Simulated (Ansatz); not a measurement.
Geometry optimisation, RKS B3LYP/def2-SVP in Ansatz 0.2.0.

Input:

```yaml
crystal:
  periodic: [false, false, false]
  atoms:
    - { symbol: Si, position_ang: [0.0, 0.0, 0.0] }
    - { symbol: H, position_ang: [0.0, 0.0, 1.81] }
    - { symbol: H, position_ang: [1.3768, 0.0, -0.4862] }
    - { symbol: H, position_ang: [-0.6877, 1.1914, -0.4862] }
    - { symbol: F, position_ang: [-0.7489, -1.2974, -0.5295] }
    - { symbol: Cl, position_ang: [-2.306, 0.0, 0.7662] }
    - { symbol: H, position_ang: [-0.9541, 0.0, 1.8716] }
basis:
  gaussian: { orbitals: def2-SVP }
hamiltonian:
  xc: b3lyp
relax:
  f_tol: 0.15
  max_steps: 25
  restrain:
    - { distance: [0, 5], at: 3.33, k: 30.0 }
    - { distance: [6, 1], at: 1.86, k: 30.0 }
    - { distance: [0, 1], at: 1.46, k: 30.0 }
    - { distance: [6, 5], at: 1.37, k: 30.0 }
```

Command:

```bash
$ ansatz run input.yaml --threads 1 --pin off --max-ram 2048MiB --backend cpu --events-out ev --progress --plain --runs-dir out
```

Question: Where does it end, and by what steps?

Answer: It converged. The restraints hold the end off the free minimum. After 7 steps the energy has fallen by 2.902 eV (the restraints' own energy left out); Cl6 moved furthest, 0.78 Å. Parted: Si1–Cl6 (2.43 → 3.34 Å). Joined: Cl6–H7 (1.75 → 1.33 Å).

| step | energy less start (eV) | largest force component (eV/Å) | accepted |
| --- | --- | --- | --- |
| 0 | 0.0000 | 2.765 | yes |
| 1 | -0.9493 | 3.016 | yes |
| 2 | -1.7138 | 5.075 | yes |
| 3 | -2.4695 | 3.541 | yes |
| 4 | -2.8287 | 1.395 | yes |
| 5 | -2.8856 | 1.327 | yes |
| 6 | -2.8973 | 1.088 | yes |
| 7 | -2.9024 | 1.113 | yes |

```xyz
7
Properties=species:S:1:pos:R:3
Si 0.220 0.019 -0.078
H 0.143 0.024 1.391
H 1.651 -0.022 -0.480
H -0.451 1.217 -0.634
F -0.487 -1.333 -0.634
Cl -2.784 0.054 1.378
H -1.612 -0.065 2.004
```

The run took 15 s on 1 thread of Arm Neoverse V2, on a shared host, peak memory 0.14 GiB.
